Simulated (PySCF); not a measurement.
AlP⁻: one state, many levels of theory

State: ²Σ⁺ (doublet), unpaired electrons σ ↑. Set-up: PySCF, no relativity, basis sets Al def2-TZVPPD, P def2-TZVPPD. De refers to Al + P⁻ in their high-spin ground configurations, without counterpoise correction. The functionals are run spin-unrestricted. A positive dipole points towards P; it is taken about the centre of mass and depends on that origin. Levels whose curve was spin-contaminated or gave no clean fit are not listed.

```tsv
Level	Re (Å)	ωe (cm⁻¹)	De (eV)	μ (D)	CPU s a point (SCF and correlation, without the integrals)
ROHF-CCSD	2.144	551	n/a	n/a	n/a
ROHF-CCSD(T)	2.147	537	n/a	n/a	39
PBE	2.141	538	n/a	-1.30	1.8
revPBE	2.149	533	n/a	-1.28	1.8
r²SCAN	2.127	556	n/a	-1.44	2.9
M06-L	2.117	569	n/a	-1.48	2.8
TPSSh	2.131	548	n/a	-1.43	3.9
PBE0	2.125	555	n/a	-1.56	3.5
M06	2.122	552	n/a	-1.76	3.8
BHandHLYP	2.123	551	n/a	-1.80	2.3
ωB97X	2.113	566	n/a	-1.86	3.8
```

Question: What does a quarter of exact exchange do here, going from PBE to PBE0?

Answer: PBE0 less PBE: -1.6 pm in Re, +3.2 % in ωe. Exact exchange removes part of the self-interaction that spreads semilocal densities, and in most molecules shortens and stiffens the bond and lowers De; so it does here.

Question: What does the triples do here, going from ROHF-CCSD to ROHF-CCSD(T)?

Answer: ROHF-CCSD(T) less ROHF-CCSD: +0.3 pm in Re, -2.5 % in ωe. Correlation nearly always deepens the well. The bond lengthens, as in strong covalent bonds, where excitations into antibonding orbitals dominate.

Correlated steps freeze 10 core orbitals. The highest Kohn–Sham level is positive in this anion. Much of that is self-interaction error, but it also means that the finite basis helps to hold the extra electron. The CCSD T1 diagnostic is raised, a sign that a single reference may not be enough here. The state was picked by a PBE0 search and need not be the measured ground state.

The whole job (state search and all levels along the bond) took about 6.6 min on 2 threads of Arm Neoverse V2 (shared host), peak memory 4 GiB.
